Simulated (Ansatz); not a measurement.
What a trial cell of Cd relaxes into

Level of theory: Ansatz, DFT r2SCAN, scalar-relativistic, plane waves, PAW.

The start puts Cd on the beta-tungsten (A15) structure type (Pm-3n, No. 223), at a guessed volume.

The final relaxation ran on this input, with the default PAW datasets:

```yaml
crystal:
  lattice:
    - [5.5953303626, 0.0, 0.0]
    - [0.0, 5.5953303626, 0.0]
    - [0.0, 0.0, 5.5953303626]
  atoms:
    - { symbol: Cd, position: [0.5, 0.5, 0.5] }
    - { symbol: Cd, position: [0.0, 0.0, 0.0] }
    - { symbol: Cd, position: [0.25, 0.0, 0.5] }
    - { symbol: Cd, position: [0.5, 0.25, 0.0] }
    - { symbol: Cd, position: [0.5, 0.75, 0.0] }
    - { symbol: Cd, position: [0.75, 0.0, 0.5] }
    - { symbol: Cd, position: [0.0, 0.5, 0.75] }
    - { symbol: Cd, position: [0.0, 0.5, 0.25] }
basis:
  ecutwfc: 500
kpoints:
  mp_grid: { grid: [8, 8, 8] }
hamiltonian:
  xc: r2scan
scf:
  occupations: { method: gaussian, width: 0.1 }
output:
  forces: true
  stress: true
  eigenvalues: true
relax:
  adjacent_minimum: "off"
  f_tol: 0.01
  max_steps: 80
  cell: { stress_tol: 0.05 }
```

It can be run as:

```bash
ansatz run input.yaml --threads 1 --pin off --backend cpu --events-out ev --progress --plain --runs-dir out  # memory cap (--max-ram) not shown
```

The program printed at the end:

```
SCF converged after 5 iterations
Free energy (F): -66145.169246 eV
Harris-Foulkes:  -66145.169246 eV  (|F-HF|=0.00e0)
Internal energy: -66145.157659 eV  (E = F + TS)
E sigma→0 (E₀):  -66145.163452 eV
Entropy (-TS):   -0.011587 eV (-1.448 meV/atom)
Fermi energy:    14.197851 eV
--- Per-component energies (eV) ---
  E_band       = -3398.423887
  E_kinetic    = 4043.575328
  E_local      = -23727.357163  (includes V_loc(G=0)·N_el)
  E_nonlocal   = 262.426544
  E_hartree    = 11163.542840
  E_xc         = -1350.717567
  E_vxc        = -1975.969277  (∫ρ·V_xc dr)
  E_paw        = -32835.591611  (= ΣΔE_a)
  E_vpaw       = -4469.098847  (= ΣTr[D̂ρ^β])
  E_aug_tail   = 0.000047  (compensation charges beyond the density's cutoff)
  E_vtau       = 140.913969  (kinetic-family band-sum trace: ∫τ·v_τ [+ j·A + Jᵃ·Aᵃ] dr)
  E_ewald      = -23696.517911
  E_core_change = -4.518165  (= ΣΔE_core)
  E_smearing   = -0.011587  (= −TS)
  E_closure    = 0.000000  (closes the sum)
  Σ components = -66145.169246   (vs F -66145.169246, Δ=0.00e0)
--- Forces (eV/Å), atoms counted from 1 ---
  atom   1  Cd     0.00000000     0.00000000     0.00000000
  atom   2  Cd     0.00000000     0.00000000     0.00000000
  atom   3  Cd     0.00000000     0.00000000     0.00000000
  atom   4  Cd     0.00000000     0.00000000     0.00000000
  atom   5  Cd     0.00000000     0.00000000     0.00000000
  atom   6  Cd     0.00000000     0.00000000     0.00000000
  atom   7  Cd     0.00000000     0.00000000     0.00000000
  atom   8  Cd     0.00000000     0.00000000     0.00000000
  max |Σ_I F_I| component: 1.06e-16 eV/Å
--- Stress (GPa, compression-positive) ---
        0.000888       0.000000       0.000000
        0.000000       0.000888       0.000000
        0.000000       0.000000       0.000888
  P = ⅓ Tr σ = 0.0009 GPa (0.009 kbar)
--- Relaxed structure (3 steps of the walk, 3 accepted, 1 SCFs on fresh bases) ---
  F+E_penalty+E_count = -66145.16924579 eV   max|allowed force component| = 1.070e-16 eV/Å   (the final SCF, on the basis selected at the relaxed cell)
  cell:  # Å, volume = 175.9583 Å³
    - [5.603636, 0.000000, 0.0]
    - [0.000000, 5.603636, 0.000000]
    - [0.0, 0.000000, 5.603636]
  atoms:
    - { symbol: Cd, position: [0.5, 0.5, 0.5] }
    - { symbol: Cd, position: [0.000000, 0.000000, 0.000000] }
    - { symbol: Cd, position: [0.25, 0.000000, 0.5] }
    - { symbol: Cd, position: [0.5, 0.25, 0.000000] }
    - { symbol: Cd, position: [0.5, 0.750000, 0.000000] }
    - { symbol: Cd, position: [0.750000, 0.000000, 0.5] }
    - { symbol: Cd, position: [0.000000, 0.5, 0.750000] }
    - { symbol: Cd, position: [0.000000, 0.5, 0.25] }
```

Absolute energies hang on the potentials; compare differences alone.

The result has space group Pm-3n (No. 223). Cd on Wyckoff site a (2 atoms of the primitive cell) is coordinated by 12 Cd at 3.13 Å; around Cd on Wyckoff site c (6 atoms of the primitive cell) lie 2 Cd at 2.80 Å, 4 Cd at 3.13 Å and 8 Cd at 3.43 Å.

It lies 0.04 eV/atom above the element's standard state at the same level.

The k mesh leaves about 4 meV/atom of noise in metals.

A structure relaxed within its symmetry needn't be a true minimum.